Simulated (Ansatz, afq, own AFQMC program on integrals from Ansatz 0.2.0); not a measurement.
BH₃⁺, doublet in cc-pVDZ, levels against full CI

```yaml
atoms:
  - { symbol: B, position_ang: [0.0000, 0.0000, 0.0681] }
  - { symbol: H, position_ang: [0.0000, 0.7178, -0.9866] }
  - { symbol: H, position_ang: [0.0000, 0.0000, 1.2424] }
  - { symbol: H, position_ang: [0.0000, -0.7178, -0.9866] }
```

Basis cc-pVDZ. Noble-gas cores (and the filled d shells of Ga–Kr and In–Xe) are frozen. AFQMC by an in-house program on the Cholesky factors that Ansatz 0.2.0 writes for its CCSD(T) run. ph-AFQMC/CISD is guided by a CISD state made of CCSD amplitudes; releasing the constraint for a short imaginary time cuts its bias at the price of noise, slowly where states lie close. ± is one standard error of the sampling.

Determinant: UHF, the one that the program's search chose, which needn't be the lowest solution. The geometry is a point of a scan.

Full CI on the same integrals is exact in this basis and with this determinant's frozen core.

Cautions: the ph-AFQMC/HF walk drifts between its halves (2.3 errors).

* T1 diagnostic: 0.0093
* weight of the determinant in the CISD state: 0.951
* ⟨S²⟩ of the determinant: 0.759
* size of the correlated space: 5 electrons in 28 orbitals

```json
{"level": "MP2", "correlation energy (eV)": "-1.8572"}
{"level": "CCSD", "correlation energy (eV)": "-2.4327"}
{"level": "CCSD(T)", "correlation energy (eV)": "-2.4668"}
```

(1) Estimate where AFQMC with the constraint released lies against CCSD(T) on the same integrals.

(1) 10.9 ± 1.9 meV below CCSD(T).

Reference: full CI, correlation energy -2.478 eV. The released energy is read at 1.50 1/Eh (meV from the phaseless value at times in 1/Eh: 0.1 ± 2.0 at 0.24, -1.5 ± 1.8 at 0.50, -1.5 ± 1.7 at 1.00, -1.6 ± 1.9 at 1.50).

```json
{"level": "CCSD(T)", "E − E(reference) (meV)": "11.6", "share of correlation (%)": "99.53"}
{"level": "CCSDT", "E − E(reference) (meV)": "0.7", "share of correlation (%)": "99.97"}
{"level": "CCSDT(Q)", "E − E(reference) (meV)": "0.1", "share of correlation (%)": "99.99"}
{"level": "ph-AFQMC/HF", "E − E(reference) (meV)": "-51.6 ± 16.7", "share of correlation (%)": "102.08"}
{"level": "ph-AFQMC/CISD", "E − E(reference) (meV)": "2.3 ± 1.7", "share of correlation (%)": "99.91"}
{"level": "released AFQMC", "E − E(reference) (meV)": "0.7 ± 1.9", "share of correlation (%)": "99.97"}
```

CCSDT and higher add their correlation energy to the determinant of the CCSD(T) run, since their own runs factorise the integrals more tightly (a shift of under 2 meV). A walk keeps the symmetry of its determinant, which the program's search chose and which needn't be the lowest solution, so a lower state of the same spin and another symmetry isn't excluded. Released energies are given only where the last usable release times agree within the noise; a slower fall can still hide under it.
